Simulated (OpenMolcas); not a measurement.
## SiH3S (SMILES [SiH3][S]): the vertical energy of the quartet above the doublet, rung by rung

SiH3S: 5 atoms, total charge 0, spin state doublet. SMILES: `[SiH3][S]`. The shape is that of a GFN2-xTB optimisation.

Each level gives the vertical energy of the quartet above the doublet (eV). The values are calculated.

| level | kind | program | value (eV) | CPU time (all runs) |
| --- | --- | --- | --- | --- |
| ROHF/STO-3G | Hartree–Fock | OpenMolcas | 7.00 | 4.3 s |
| UPBE/STO-3G | GGA | OpenMolcas | 7.42 | 17 s |
| U-r2SCAN/STO-3G | meta-GGA | OpenMolcas | 7.43 | 22 s |
| UB3LYP/STO-3G | global hybrid | OpenMolcas | ? | 20 s |
| UM06-2X/STO-3G | hybrid meta-GGA | OpenMolcas | ? | 43 s |
| UPBE0/STO-3G | global hybrid | OpenMolcas | 7.43 | 18 s |
| ROCCSD(T)/STO-3G | coupled cluster or CI | OpenMolcas | 7.43 | 6 s |
| FCI/STO-3G | exact in the basis | OpenMolcas | 7.39 | 24 s |

(1) Estimate the missing values from the other rows.

Answers

(1) As computed at these levels: UB3LYP/STO-3G: 7.45 eV; UM06-2X/STO-3G: 7.37 eV. The values span 7.00 to 7.45 eV. All rows use very small basis sets, so even the best lies far from the true value. CPU times are rough (shared hosts, several kinds of processor): they show what a rung costs within a factor of a few.
